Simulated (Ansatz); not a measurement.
This was printed by a script on the Python package of Ansatz (0.2.0), for a ladder of methods at one geometry of LiP. What did the script look like? Settings (for the species named): MP2, def2-SVP basis, multiplicity 3. The script varies method: mp2, ccsd, ccsd_t, ccsdt.

```
atom   x (Å)   y (Å)   z (Å)
  Li  0.0000  0.0000  0.0000
   P  0.0000  0.0000  2.3500
```

```console
$ python methods_lip.py
Hartree-Fock reference -348.045105 Ha
mp2      total -348.124156 Ha  correlation   -2.1511 eV  (78.5 % of the last)
ccsd     total -348.142853 Ha  correlation   -2.6599 eV  (97.1 % of the last)
ccsd_t   total -348.145113 Ha  correlation   -2.7213 eV  (99.3 % of the last)
ccsdt    total -348.145778 Ha  correlation   -2.7394 eV  (100.0 % of the last)
```

The script that was run (others could print the same):

`methods_lip.py`
```python
"""One geometry of LiP, method by method."""

import warnings

import ansatz

warnings.simplefilter("ignore", ansatz.DeckWarning)

mol = (
    ansatz.Crystal.molecule()
    .atom("Li", (0.0, 0.0, 0.0))
    .atom("P", (0.0, 0.0, 2.35))
)

calc = (
    mol.calculation()
    .basis(gaussian="def2-SVP")  # the orbital basis, by name
    .spin("collinear", total=2)  # two spin channels
)

methods = ["mp2", "ccsd", "ccsd_t", "ccsdt"]
reports = [calc.correlation(m).run(threads=1, pin="off").report for m in methods]
print(f"Hartree-Fock reference {reports[0]['reference_energy_ev'] / 27.211386246:.6f} Ha")
best = reports[-1]["free_energy_ev"] - reports[-1]["reference_energy_ev"]
for method, each in zip(methods, reports):
    gained = each["free_energy_ev"] - each["reference_energy_ev"]
    print(f"{method:8s} total {each['free_energy_ev'] / 27.211386246:.6f} Ha  correlation {gained:9.4f} eV  ({100 * gained / best:.1f} % of the last)")
```

These settings explore the input space; basis and method may be short of convergence. The geometry is a force-field or estimated start, not a minimum of this method, and the basis set is short of its limit. A lower total doesn't mark the better method: functionals have no common bound, and MP2 and coupled cluster aren't variational. The run takes the species as open-shell (spin multiplicity 3), which needn't be its ground state. Inner cores stay frozen; the shell under the valence of alkali and alkaline-earth atoms is correlated with it. The spin state was assumed, and another may lie lower. The whole script took 6.4 s on 1 thread of Arm Neoverse V2, with other jobs on the host, peak memory 0.15 GiB.
